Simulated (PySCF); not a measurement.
Molecule: cyclobutane (SMILES C1CCC1).

Mapped SMILES: `[CH2:1]1[CH2:2][CH2:3][CH2:4]1`; H(Xn) means a hydrogen on atom n.

Spin–spin couplings on one PBE0-D3(BJ)/def2-SVP geometry, PySCF 2.14.0 with density-fitted response routines, gas phase, non-relativistic, equivalent pairs averaged (without the spin–dipole term); isotopes ¹³C, ¹H; functional B3LYP.

Reference values (Hz): ¹J(C1,H(C1)) = 133.6 (measured; liquid or solution (compiled); Cremer, Kraka, Wu, Luettke, ChemPhysChem 2004, 5, 349); ¹J(C1,C2) = 28.3 (measured; liquid or solution (compiled); Cremer, Kraka, Wu, Luettke, ChemPhysChem 2004, 5, 349).

How do the couplings (Hz) change with the basis set? Times are CPU seconds on 1 thread of an Arm Neoverse V1, shared host. Far from the basis limit: 6-31G*, pcJ-0, 6-31G-J, def2-TZVP, cc-pVTZ.

## Answers


```
basis set  functions  ¹J(C1,H(C1))  ¹J(C1,C2)  mean abs. error  core-s
   6-31G*         72         149.0       41.6             14.3     3.7
    pcJ-0         76         119.6       21.7             10.3     3.6
  6-31G-J         80         144.0       28.9              5.5     4.1
def2-TZVP        172         132.2       26.8              1.4      12
    pcJ-1        188         140.2       29.5              3.9      11
  cc-pVTZ        232         122.9       20.9              9.0      21
```

Errors compare magnitudes, without vibrational corrections, and the largest couplings weigh most in the mean. Closest: def2-TZVP; furthest: 6-31G*.

The Fermi-contact term samples the wavefunction at the nucleus, which is why sets with added tight s functions (names with J) are made for couplings. Agreement of an ordinary basis with the reference is then largely a cancellation of errors.
